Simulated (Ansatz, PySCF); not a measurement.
Process, species as SMILES: [SiH3]O[SiH](Cl)Cl [dichloro(silyloxy)silane] + 4 [H][H] (H2) -> 2 Cl (HCl) + O (H2O) + 2 [SiH4] (SiH4)

Wanted: energy of full hydrogenation (electronic), in kcal/mol. Conventions: spin-orbit terms left out; dispersion terms only where a functional's name holds one; frozen cores in correlated levels; non-relativistic. CBS(X,Y): correlation extrapolated as X^-3; Hartree-Fock from the larger set. First-principles rows: single points at B3LYP-D3(BJ) geometries (Ansatz, a first-principles code).

```
species             coefficient  E at BP86/def2-SVP (PySCF), Eh  E at PBE/def2-TZVPD (Ansatz), Eh
------------------  -----------  ------------------------------  --------------------------------
[SiH3]O[SiH](Cl)Cl           -1                     -1576.79253                       -1576.52530
[H][H] (H2)                  -4                        -1.17203                          -1.16589
Cl (HCl)                     +2                      -460.69920                        -460.62833
O (H2O)                      +1                       -76.35868                         -76.38111
[SiH4] (SiH4)                +2                      -291.81032                        -291.72111
```

Coupled cluster (Ansatz) is a level with limits of its own, used here on species with T1 under 0.025 (0.045 for open shells) and stable references: CCSD(T)/CBS(cc-pV(T+d)Z,cc-pV(Q+d)Z). Value to compare with, CCSD(T)/CBS(cc-pV(T+d)Z,cc-pV(Q+d)Z) (Ansatz): 79.7 kcal/mol. 1 Eh = 627.5095 kcal/mol.

Task: Compute it at each level from the table, and compare with CCSD(T)/CBS(cc-pV(T+d)Z,cc-pV(Q+d)Z) (Ansatz).

Result: 
- BP86/def2-SVP: the sum of coefficient times E is 0.10293 Eh, or 64.59 kcal/mol. Result: 64.6 kcal/mol. Its difference against CCSD(T)/CBS(cc-pV(T+d)Z,cc-pV(Q+d)Z) (Ansatz) is -15.1 kcal/mol.
- PBE/def2-TZVPD: the sum of coefficient times E is 0.10887 Eh, or 68.32 kcal/mol. Result: 68.3 kcal/mol. Its difference against CCSD(T)/CBS(cc-pV(T+d)Z,cc-pV(Q+d)Z) (Ansatz) is -11.4 kcal/mol.
